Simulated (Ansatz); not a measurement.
Ideal-gas functions of difluoromethane at 298.15 K and 1 bar, from an Ansatz frequency run at PBE0-D4/def2-TZVP.

Molar mass 52.02 g/mol, point group C2v (symmetry number 2), electronic degeneracy 1, moments of inertia 10.151, 47.456, 54.253 u Å². Harmonic wavenumbers (cm⁻¹, unscaled): 536, 1124, 1143, 1189, 1276, 1462, 1531, 3059, 3130.

Use S(trans) = R[1.5 ln M + 2.5 ln T − 1.1517]; rotational temperatures θ = 24.2544 K / I; S(rot) = R[ln(√π/σ · √(T³/θAθBθC)) + 1.5]; for each mode x = 1.438777 ν̃/T, S = R[x/(eˣ − 1) − ln(1 − e⁻ˣ)] and H = RT x/(eˣ − 1); 1 cm⁻¹ = 0.0119627 kJ/mol; R = 8.31446 J/(mol·K).

By hand: the entropy, in J/(mol·K).

Translation 158.1. Rotation: θ = 2.3894, 0.5111, 0.4471 K, giving 85.0. Vibration, mode by mode: 2.40, 0.24, 0.22, 0.18, 0.13, 0.06, 0.04, 0.00, 0.00, in all 3.3. Electronic 0.0. Sum 246.4 J/(mol·K).

By hand: H − E and G − E in kJ/mol, counted from the electronic energy.

Zero-point energy ½ × 14450 × 0.0119627 = 86.4; thermal vibration 0.7; translation, rotation and pV give 4 RT = 9.9. H − E = 97.0 kJ/mol, and G − E = 97.0 − 298.15 × 246.4/1000 = 23.5 kJ/mol.

Vibration gives 1 % of the entropy.
